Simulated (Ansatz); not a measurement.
Input for Ansatz (development build ahead of 0.2.0):

```yaml
crystal:
  periodic: [false, false, false]
  atoms:
    - { symbol: P, position_ang: [0.0, 0.0, 0.0] }
    - { symbol: F, position_ang: [0.0, 3.9606, 0.0] }
    - { symbol: F, position_ang: [0.0, -3.9606, 0.0] }
basis:
  gaussian: { orbitals: pcseg-2 }
total_charge: 1
magnetization:
  initial_magnetization: 2
hamiltonian:
  xc: r2scan
```

The input is written out in the form of the current development build from the run's settings.

Output:

```json
{
 "Converged": "yes",
 "Total energy": "-540.22888 hartree",
 "Spin squared of the determinant": "2.000",
 "Stability test": "minimum among restricted orbitals"
}
```

Caution: charge can spread falsely over distant fragments; an unrestricted determinant lies well below; other spin multiplicities may lie lower.
